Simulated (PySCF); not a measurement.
**PH$_{2}$, doublet: reading a ladder of total energies**

Geometry: MP2(full)/6-31G*, from the G2/97 set.

```
atom   x (Å)    y (Å)    z (Å)
   P  0.0000   0.0000   0.0599
   H  0.0000   1.0256  -0.9209
   H  0.0000  -1.0256  -0.9209
```

Basis 6-31G; PySCF 2.14.0. Only valence electrons are correlated (noble-gas cores frozen), which leaves 7 electrons in 12 orbitals. R marks a restricted (for open shells ROHF) determinant, U an unrestricted one.

Full CI is exact within this basis and frozen core; it isn't the basis-set limit. The frozen core follows each run's orbitals, which can shift R against U totals by a few meV.

Restricted and unrestricted runs freeze slightly different cores, so steps under 0.1 kcal/mol mean nothing.

```json
{"level": "UHF", "total energy (hartree)": "-341.811152"}
{"level": "UMP2", "total energy (hartree)": "-341.858040"}
{"level": "UCCSD", "total energy (hartree)": "-341.875066"}
{"level": "UCCSD(T)", "total energy (hartree)": "-341.875588"}
{"level": "UCCSDT", "total energy (hartree)": "-341.875749"}
{"level": "full CI", "total energy (hartree)": "-341.875790"}
```

Task: What is the correlation energy at full CI, and what share of it do UMP2 and UCCSD recover?

Result: E(corr) = -341.875790 − (-341.811152) = -0.064638 hartree = -1.759 eV. UMP2: -0.046888 / -0.064638 = 72.54 %. UCCSD: -0.063914 / -0.064638 = 98.88 %.

Task: By how many kcal/mol does UCCSD(T) miss full CI (1 hartree = 627.509 kcal/mol), and which steps make up the rest?

Result: -341.875588 − (-341.875790) = 0.000202 hartree = 0.13 kcal/mol. Steps: UCCSDT − UCCSD(T) = -0.10, full CI − UCCSDT = -0.03 kcal/mol. That is within 1 kcal/mol of the reference in this basis, which itself misses far more of the correlation at the basis-set limit.
